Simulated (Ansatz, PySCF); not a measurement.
System: triplet methylene, CH$_{2}$ (charge 0, triplet). 
Geometry from a B3LYP-D3(BJ)/def2-TZVP (Ansatz, an electronic-structure program) optimisation:
```
C
H 1 1.0782
H 1 1.0782 2 135.03
```
Charge 0, spin multiplicity 3.

Quantity: vertical ionisation energy (to the doublet state of charge +1; each state is the SCF solution reached for its spin), in eV. Correlated levels leave the core frozen unless marked. UHF or UKS for open shells. No spin-orbit coupling. No relativistic terms. CBS marks a two-point X^-3 extrapolation of the correlation energy; Hartree-Fock from the larger set.

```tsv
level	program	vertical ionisation energy (eV)
PBE/def2-TZVPD	Ansatz	10.57
M06-2X/def2-TZVPD	PySCF	___
wB97M-V/def2-TZVPD	Ansatz	___
SCS-MP2/aug-cc-pVTZ	Ansatz	10.13
SCS-MP2/def2-TZVPPD	Ansatz	10.13
CCSD(T)/CBS(aug-cc-pVTZ,aug-cc-pVQZ)	Ansatz	___
```

Some entries are withheld; supply them.


- M06-2X/def2-TZVPD, vertical ionisation energy (eV): 10.38
- wB97M-V/def2-TZVPD, vertical ionisation energy (eV): 10.33
- CCSD(T)/CBS(aug-cc-pVTZ,aug-cc-pVQZ), vertical ionisation energy (eV): 10.40
